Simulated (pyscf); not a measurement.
H₂N–Si•(Cl)–Cl + NH₃ -> H₂N–Si(NH₂)(Cl)–Cl + H•, a substitution at N (doublet surface; H–N broken, N–Si formed). Single points on ωB97X-D3(BJ)/def2-SVP structures (PySCF, gas phase). Energies in kcal/mol from the separated reactants.

Small-basis levels: PySCF, no dispersion term, spherical d functions. Open shells are spin-unrestricted. 

Task: Quick B3LYP/6-31G* single points give ΔE‡ = 15.9 kcal/mol and ΔE = +3.8 kcal/mol. What does ωB97M-D3(BJ)/def2-TZVP give, and how far is the quick result from it?

Result: ωB97M-D3(BJ)/def2-TZVP gives ΔE‡ = 16.3 kcal/mol and ΔE = -2.9 kcal/mol. B3LYP/6-31G* lies 0.4 kcal/mol under it in the barrier and 6.8 kcal/mol over it in the reaction energy, so on this step it does not hold to within 3.0 kcal/mol. ωB97M-D3(BJ)/def2-TZVP has limits of its own. On the reactant side the descent ends in a bound adduct, 8.0 kcal/mol under the separated species and 26.7 kcal/mol under the saddle at ωB97X-D3(BJ)/def2-TZVP. At ωB97X-D3(BJ)/def2-TZVP the barrier from the zero used here is 18.6 kcal/mol. This is the saddle that the search found; another between the same sides may lie lower. The angle at the attacked N is 130°.
